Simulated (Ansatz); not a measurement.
**B$_{2}$Ru (Pmmn)**

All numbers below come from Ansatz 0.2.0, DFT r2SCAN, scalar-relativistic, plane waves, PAW.

Settings: cutoff 500 eV, Γ-centred mesh 12×8×10 on the computed 6-atom cell, Gaussian smearing of 0.10 eV; no spin polarisation.

The structure is relaxed at this level of theory with its symmetry kept. Whether it is the stable form of this composition wasn't checked.

```cif
data_structure
_symmetry_space_group_name_H-M 'Pmmn:1'
_symmetry_Int_Tables_number 59
_cell_length_a 2.8704
_cell_length_b 4.6403
_cell_length_c 4.0379
_cell_angle_alpha 90.000
_cell_angle_beta 90.000
_cell_angle_gamma 90.000
_cell_volume 53.78
loop_
_atom_site_label
_atom_site_type_symbol
_atom_site_symmetry_multiplicity
_atom_site_Wyckoff_symbol
_atom_site_fract_x
_atom_site_fract_y
_atom_site_fract_z
_atom_site_occupancy
B1 B 4 e 0.00000 0.80394 0.36255 1
Ru1 Ru 2 a 0.00000 0.00000 0.84671 1
```

| Property | Result |
| --- | --- |
| Space group | Pmmn (No. 59) |
| Volume per atom | 8.96 Å³ |
| Formation energy from the elements' standard states (uncorrected) | -0.311 eV/atom |
| Generalised Kohn–Sham band gap | none (metal) |
| Density of states at the Fermi level | 1.04 states/eV per cell |
| Löwdin character within 0.5 eV of the Fermi level | Ru 4d 60 %, B 2p 35 % |
| Bulk modulus | 292 GPa |
| Its pressure derivative | 4.2 |
| Bader charges (e) | B (4 in the cell) -0.08, Ru (2 in the cell) 0.17 |